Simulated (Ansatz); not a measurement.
Born–Oppenheimer molecular dynamics of CH4NO (7 atoms, charge 0, multiplicity 2). It starts from a relaxed structure.

Computed with UKS PBE-D4/6-31G* in Ansatz.

| Quantity | Value |
| --- | --- |
| ensemble | NVE (Milne-controlled integrator) |
| time step | 0.5 fs |
| steps asked | 300 |
| starting velocities drawn for | 3000 K |
| masses | H 2.014 u |
| seed | 79218 |

First frame:

```xyz
7
Properties=species:S:1:pos:R:3
N -0.767 -0.621 -0.559
C 0.070 0.301 0.117
O 1.260 -0.288 0.587
H -1.612 -0.103 -0.866
H 0.325 1.164 -0.556
H -0.475 0.769 0.980
H 1.199 -1.224 0.298
```

Question: How far do the bonds stretch over the last three quarters of this one trajectory? (Pairs bonded in most of those frames.)

Answer: 
| bond | mean (Å) | spread (Å) | shortest | longest |
| --- | --- | --- | --- | --- |
| N1–C2 | 1.446 | 0.076 | 1.32 | 1.58 |
| N1–H4 | 1.046 | 0.033 | 0.99 | 1.10 |
| C2–O3 | 1.418 | 0.055 | 1.34 | 1.52 |
| C2–H5 | 1.134 | 0.055 | 1.03 | 1.24 |
| C2–H6 | 1.157 | 0.083 | 1.02 | 1.30 |
| O3–H7 | 1.045 | 0.132 | 0.83 | 1.23 |

Mean temperature of the second half: 1462 K. The conserved energy stayed within 0.4 meV per atom of its start (net change -0.11 meV per atom), so the integration is sound. The temperature averaged 0.49 of the 3000 K drawn at the start: a run that starts near a minimum puts about half its kinetic energy into the potential. A run of 0.15 ps of so small a system gives no equilibrium averages.

Time of the run: 8.4 min on 1 thread of Arm Neoverse V1 (shared host), peak memory 0.11 GiB.
